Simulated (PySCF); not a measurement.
Species: acrylamide, C3H5NO.
Bonds: C1–C2 (double), C2–C3, C3–N4, C3–O5 (double). Hydrogens: H6, H7 on C1; H8 on C2; H9, H10 on N4.

Method: PBE0-D3(BJ)/def2-SVP geometry optimisation, gas phase in PySCF; density fitting, grid level 1; the optimiser is geomeTRIC in internal coordinates, started from an MMFF94s structure with every atom displaced at random (about 0.03 Å).

Step 0: E = -6715.8777 eV
```
atom  x, y, z in Å  |  force x, y, z in eV/Å
C1     -1.5543   -0.5312    0.6689   -4.069   1.836   3.652
C2     -0.5482   -0.4730   -0.1080    3.002  -0.095  -2.351
C3      0.4984    0.4999    0.1257    5.014   1.140  -1.422
N4      1.6982    0.4063   -0.7514   -7.595  -1.334   3.398
O5      0.5386    1.3265    1.0018   -0.770   0.178   0.387
H6     -1.7440    0.2588    1.4926    0.735  -1.272  -1.170
H7     -2.3993   -1.1664    0.4998   -0.472  -0.843  -0.106
H8     -0.3886   -1.1412   -0.9404   -0.148  -0.469  -0.406
H9      1.6479   -0.2749   -1.4116    0.629  -2.111  -2.593
H10     2.3760    1.0185   -0.5731    3.674   2.970   0.611
```

Step 1: E = -6716.7073 eV
```
atom  x, y, z in Å  |  force x, y, z in eV/Å
C1     -1.6410   -0.4831    0.6491    1.355   0.048  -0.842
C2     -0.4891   -0.5064   -0.0648   -0.901  -0.204   0.631
C3      0.6159    0.4724    0.1952   -0.172  -0.266  -1.457
N4      1.5997    0.4408   -0.7793   -0.105   0.457   1.166
O5      0.5798    1.2990    1.0728    0.249   0.228   0.530
H6     -1.7016    0.2449    1.4523   -0.178   0.210   0.252
H7     -2.4935   -1.1306    0.4338    0.086  -0.080   0.034
H8     -0.3325   -1.2208   -0.8795   -0.155  -0.048  -0.042
H9      1.6229   -0.3109   -1.4693    0.327   0.539   0.311
H10     2.3641    1.1178   -0.6059   -0.505  -0.884  -0.583
```

Step 2: E = -6716.7536 eV
```
atom  x, y, z in Å  |  force x, y, z in eV/Å
C1     -1.5968   -0.4463    0.6635   -0.271  -0.486  -0.252
C2     -0.5339   -0.5344   -0.1423   -0.061   0.669   0.302
C3      0.5447    0.4749    0.0939    0.651  -0.548   0.166
N4      1.6112    0.4579   -0.7491    0.050   0.103  -0.140
O5      0.5257    1.2255    1.0447   -0.279   0.533   0.226
H6     -1.6682    0.3170    1.4496    0.225  -0.069  -0.198
H7     -2.4284   -1.1449    0.5564   -0.097  -0.043   0.033
H8     -0.4400   -1.2791   -0.9409   -0.070   0.037   0.069
H9      1.7447   -0.2465   -1.4604   -0.001   0.080  -0.016
H10     2.3657    1.0992   -0.5110   -0.146  -0.275  -0.190
```

Q: Estimate the geometry and energy of step 3. (The exact step hangs on the optimiser's Hessian estimate; all steps are aligned on step 2, rigid shifts and turns removed.)

A: E = -6716.7950 eV, largest force 0.663 eV/Å
```
atom  x, y, z in Å  |  force x, y, z in eV/Å
C1     -1.6341   -0.4862    0.6477   -0.002   0.296   0.395
C2     -0.5239   -0.4479   -0.0820    0.145  -0.131  -0.436
C3      0.5844    0.5345    0.1370   -0.204  -0.222   0.590
N4      1.6011    0.4312   -0.7507    0.248   0.111  -0.182
O5      0.6079    1.3268    1.0598   -0.226   0.054  -0.148
H6     -1.7678    0.2455    1.4547   -0.022  -0.094  -0.041
H7     -2.4104   -1.2361    0.4770   -0.005   0.058  -0.014
H8     -0.4004   -1.1732   -0.8929    0.069  -0.031  -0.060
H9      1.6612   -0.2916   -1.4477   -0.087  -0.101  -0.101
H10     2.4066    1.0203   -0.5984    0.082   0.060  -0.002
```

The energy changes by -0.0414 eV. The first-order estimate −F·Δx gives -0.1550 eV and the mean of the old and new forces, exact on a quadratic surface, -0.0473 eV. The step makes an angle of 72° with the force vector and moves no atom by more than 0.131 Å.

What follows is the cost of the whole optimisation. Hardware: one thread, Arm Neoverse V1 (aarch64), shared host with 32 logical CPUs at a one-minute load of 25. Cost: 30 s of wall time, 0.38 GiB resident at most.
